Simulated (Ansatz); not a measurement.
C5H7N can be A, `Cc1ccc[nH]1`, or B, `CC1=CN=CC1`.

Computed with Ansatz on PBE0-D4/def2-TZVP structures; ΔE is electronic, products minus reactants. CBS: MP2 limit from def2 TZ/QZ plus the TZ coupled-cluster correction, frozen cores. Functionals use def2-TZVPP. B3LYP here is the variant with VWN-RPA as its local correlation; programs differ in this.

(1) Which is lower in electronic energy at CCSD(T)/CBS, and by how much? (Estimate.)

(2) Give E(B) − E(A) in kJ/mol with ωB97M-V, B3LYP-D4, B3LYP, HF/def2-TZVPP, CCSD(T)/def2-TZVPP, CCSD/def2-TZVPP, B2PLYP. (An estimate is asked.)

Largest T1 diagnostic: 0.012.

## Answers

(1) Ansatz gave: A, by 69.5 kJ/mol.

(2) Computed: ωB97M-V 74.4, B3LYP-D4 76.6, B3LYP 76.0, HF/def2-TZVPP 60.0, CCSD(T)/def2-TZVPP 64.6, CCSD/def2-TZVPP 63.6, B2PLYP 76.2. None reverses the order clearly.

In def2-TZVPP, CCSD(T) changes the Hartree–Fock value by +4.7 kJ/mol (the triples alone add +1.1 kJ/mol) and MP2 by +24.5 kJ/mol.
